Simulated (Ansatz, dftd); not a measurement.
Reaction: CHBrF2 (SMILES FC(Br)F) → CHF2 (SMILES F[CH]F, doublet) + Br (doublet) (the Br-C bond breaks)
Each species at its own B3LYP-D3(BJ)/def2-TZVP minimum (Ansatz, an electronic-structure program).

Quantity: bond dissociation energy (electronic), in kcal/mol. Open shells are spin-unrestricted; no spin-orbit coupling. Correlated methods leave the cores frozen (noble-gas shells, and filled d and f shells in the p block). No relativity. CBS(X,Y): correlation extrapolated as X^-3, Hartree-Fock from the larger set (Q,5: extrapolated as (X+1)exp(-9√X)). A bracket is a step between two methods taken in the basis named. Spin-orbit terms, left out, reach several kcal/mol for Br and I, and more for heavier atoms.

```
level                                                               program  bond dissociation energy (kcal/mol)  difference against the last row
-----------------------------------------------------------  --------------  -----------------------------------  -------------------------------
HF/CBS(cc-pVQZ,cc-pV5Z)                                              Ansatz                                 40.0                            -34.5
PBE-D3(BJ)/def2-TZVPD                                        Ansatz + dftd3                                 76.1                              1.6
PBE/def2-TZVPD                                                       Ansatz                                 75.1                              0.6
PBE0-D4/def2-TZVPD                                           Ansatz + dftd4                                 73.2                             -1.3
wB97M-V/def2-TZVPD                                                   Ansatz                                 73.5                             -1.0
MP2/CBS(cc-pVQZ,cc-pV5Z)                                             Ansatz                                 78.7                              4.2
CCSD(T)/CBS(cc-pVQZ,cc-pV5Z)                                         Ansatz                                 74.5                              0.0
CCSDT(Q)/cc-pVDZ                                                     Ansatz                                 65.9                             -8.6
CCSD(T)/CBS(cc-pVQZ,cc-pV5Z) + [CCSDT(Q) - CCSD(T)]/cc-pVDZ          Ansatz                                 74.5                              0.0
```
